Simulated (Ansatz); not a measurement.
A first try at a test of scalar relativity of CAl (charge +1), using Ansatz 0.2.0, Python API.

Script `cal.py`:
```python
# -*- coding: utf-8 -*-
"""Scalar relativity in CAl(+)."""

import ansatz as az
import numpy as np

XC = "pbe"
NET_CHARGE = 1
ECUT = 500


def main():
    mol = (
        az.Crystal.molecule()
        .atom("Al", (0.0, 0.0, 0.0))
        .atom("C", (0.0, 0.0, 2.005))
    )

    base = mol.calculation()
    base = base.functional(XC)
    base = base.charge(NET_CHARGE)
    base = base.spin("collinear", total=2)
    base = base.basis(ECUT)
    base = base.forces()
    # a set contracted for a scalar-relativistic Hamiltonian goes with the relativistic run
    sets = {"none": "cc-pVTZ", "scalar": "cc-pVTZ-DK"}
    found = {kind: base.basis(gaussian=basis).pseudopotentials(relativity=kind).run().report for kind, basis in sets.items()}
    for kind, each in found.items():
        dipole = 4.803205 * np.linalg.norm(each["charge_distribution"]["dipole_moment_e_ang"])
        print(f"{kind:7s} E = {each['free_energy_ev']:.4f} eV  dipole {dipole:.3f} D  largest force component {np.abs(each['forces_ev_ang']).max():.4f} eV/A")
    print(f"relativity lowers the total energy by {found['none']['free_energy_ev'] - found['scalar']['free_energy_ev']:.3f} eV")


if __name__ == "__main__":
    main()
```

Output of `python cal.py`:
```text
Traceback (most recent call last):
  File "cal.py", line 35, in <module>
    main()
    ~~~~^^
  File "cal.py", line 27, in main
    found = {kind: base.basis(gaussian=basis).pseudopotentials(relativity=kind).run().report for kind, basis in sets.items()}
                   ~~~~~~~~~~~~~~~~~~~~~~~~~~~~~~~~~~~~~~~~~~~~~~~~~~~~~~~~~~~~~~~~^^
  ...
ansatz.RefusalError: invalid value for `basis.gaussian`: such a run doesn't read basis.ecutwfc; remove what it names
```
(Library frames cut from the traceback.)

What is wrong, and how is it mended?

The fault: a plane-wave cutoff beside a Gaussian basis. The change:

```diff
--- before
+++ after
@@ -8,3 +8,2 @@
 NET_CHARGE = 1
-ECUT = 500
 
@@ -22,3 +21,2 @@
     base = base.spin("collinear", total=2)
-    base = base.basis(ECUT)
     base = base.forces()
```

With that change:

```console
$ python cal.py
none    E = -7614.9667 eV  dipole 2.988 D  largest force component 0.3884 eV/A
scalar  E = -7627.3973 eV  dipole 2.983 D  largest force component 0.3779 eV/A
relativity lowers the total energy by 12.431 eV
```

Reading the output:
- Total energies depend on the basis set; only differences at equal settings carry meaning.
- The geometry is a force-field or estimated start, not a minimum of this method. The basis set changes with the Hamiltonian (a set recontracted for scalar relativity), and most of the change in the total lies in the cores.
- The species is open-shell (spin multiplicity 3).
- The expectation value of S² is noticeably off S(S+1) in at least one run, so that state is spin-contaminated.
- An ion's dipole depends on the origin; the program takes it about the centre of nuclear charge.
- The spin state was assumed, and another may lie lower.
- Wall time of the script: 5.5 s on 1 thread of Arm Neoverse V2, with other jobs on the host, peak memory 0.18 GiB.
